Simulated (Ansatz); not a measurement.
# Changing the shape of LiF, singlet

Calculated in Ansatz's Gaussian-basis code. Basis cc-pVDZ, nonrelativistic, 1 orbital frozen in the corrections; active space CAS(6,6). Restricted Hartree–Fock, then the lowest state-specific CASSCF solution met for each case. Single-reference values can break down or jump between states where bonds are stretched. Solutions in different active orbitals can move differences by tenths of an eV and at times more than 1 eV.

Case A: bond length 1.5319 Å.

Case B: bond length 1.4094 Å.

Case C: bond length 1.6545 Å.

Energy less that of case A, in eV:

| case | RHF/ROHF |
| --- | --- |
| B | +0.348 |
| C | +0.025 |

Problem. Give the SC-NEVPT2 energies against case A.

Solution. B: +0.378 eV (8.7 kcal/mol); C: -0.005 eV (-0.1 kcal/mol).
